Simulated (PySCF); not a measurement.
Oxygen: a sound run and one with changed settings

Sound run: O [He] 2s2 2p4, O⁺ [He] 2s2 2p3. All numbers are calculated (PySCF 2.14, the spin-free X2C one-electron Hamiltonian (Gaussian nucleus), in x2c-TZVPall (5s3p2d1f, 31 functions)). In the sound run the correlated levels freeze 1s2. The sound run starts from symmetry-adapted Hartree-Fock orbitals and uses a fine grid where one is needed.

Changed run: initial guess 1e, at most 50 SCF cycles.

```csv
species,method,sound run (hartree),changed run (hartree),converged
O,UHF,-74.86787,-74.86787,yes
O,r2SCAN,-75.11159,-75.11159,yes
O,CCSD(T),-75.02909,-75.02909,yes
O⁺,MN15,-74.57964,-74.57964,yes
O⁺,MP2,-74.52274,-74.52274,yes
```

Here the plain start reaches the same solutions.
